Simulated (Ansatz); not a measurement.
## Mo (bcc): energy against volume

Method: DFT, RPBE, plane waves (420 eV) with PAW, scalar-relativistic (Ansatz 0.2.0). The PAW files were generated under PBE, with cores re-solved for the functional.

The cell is scaled uniformly from the relaxed one, with fractional coordinates and shape fixed. Energies are extrapolated to zero smearing, pressures are those at the given smearing. Magnetic state: spin not included.

A Birch-Murnaghan fit gives V₀ = 16.00 Å³/atom, B₀ = 249 GPa, B₀′ = 4.2.

**Question.** What are the energy above the minimum and the pressure at 14.109 Å³/atom?

**Answer.** 216.7 meV/atom and 40.82 GPa as computed.

**Question.** What are the energy above the minimum and the pressure at 15.392 Å³/atom?

**Answer.** 19.4 meV/atom and 10.60 GPa as computed.

**Question.** What are the energy above the minimum and the pressure at 17.957 Å³/atom?

**Answer.** 151.5 meV/atom and -22.30 GPa as computed.
